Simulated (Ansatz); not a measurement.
in.yaml

```yaml
crystal:
  periodic: [false, false, false]
  atoms:
    - {symbol: Al, position_ang: [0.000000, 0.032676, 0.636525]}
    - {symbol: N, position_ang: [0.000000, -0.106661, -1.095305]}
    - {symbol: H, position_ang: [0.000000, 0.607486, -1.818390]}
basis:
  gaussian: {orbitals: 6-31G}
total_charge: 1
correlation: {method: fic_mrcisd_q, electrons: all, active_space: {window: {electrons: 2, orbitals: 2}, places: [1, 2]}}
accuracy: high
```

```sh
$ ansatz run in.yaml --threads 1 --pin off --events-out ev --progress --plain --max-ram 2393MiB
```

Problem. One thing in this input was set wrong on purpose, beside settings that are merely unusual. What is the gravest fault, and what does the program do?

Solution. Two definitions of the active space. How the run ends: refused.
```
Error: invalid value for `correlation.active_space`: name one of window, places and ras
```
